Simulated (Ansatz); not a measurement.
# PSi2: the cost of one run

The runs use Ansatz 0.2.0, Gaussian basis; def2-QZVPP, all electrons in the functionals.

The runs, in order: PBE, BLYP, r2SCAN, B97M-V, PBE0, B3LYP, at charge 0, quartet; charge 0, doublet; charge 0, sextet; charge 1, triplet; charge 1, quintet.

3 further runs of the same task are left out: 1 that didn't finish, 2 set aside as unsound or not needed. Runs told in other sessions of the task aren't counted.

## Step 1: The system

The geometry is a PBE0/def2-TZVP stationary point (not a proven minimum).

3 atoms, charge 0, spin multiplicity 4.

Atoms are counted from 1 here; the program's logs count them from 0.

Bond lengths: P1–Si2 2.102 Å, Si2–Si3 2.227 Å. Angles: P1–Si2–Si3 180.0°.

Geometry (Å):

```xyz
3

P     0.0000    0.0000   -2.1439
Si    0.0000    0.0000   -0.0417
Si    0.0000    0.0000    2.1856
```

No dispersion term is added; B97M-V holds VV10 nonlocal correlation. B3LYP takes the VWN-RPA correlation.

The geometry shown and the zero of energy belong to the point charge 0, quartet. The yardstick, UCCSD(T), and other wave-function levels (R restricted, U unrestricted, valence and pair active spaces) come from earlier runs.

## Step 2: PBE, charge 0, quartet

The input, in.yaml:

```yaml
crystal:
  periodic: [false, false, false]
  atoms:
    - {symbol: P, position_ang: [0.000000, 0.000000, -2.143900]}
    - {symbol: Si, position_ang: [0.000000, 0.000000, -0.041700]}
    - {symbol: Si, position_ang: [0.000000, 0.000000, 2.185600]}
basis:
  gaussian: {orbitals: "def2-QZVPP.json"}
magnetization: {spin_polarized: true, initial_magnetization: 3}
hamiltonian: {xc: {name: PBE}}
output: {orbitals: {seedname: orbitals}}
```

The run is started by

```console
> ansatz run in.yaml --threads 1 --pin off --events-out ev --progress --plain --max-ram 2393MiB
```

Q: Estimate wall time and peak memory on 1 thread of Arm Neoverse V1, shared host.

About 28 s, with a peak of 0.57 GiB.
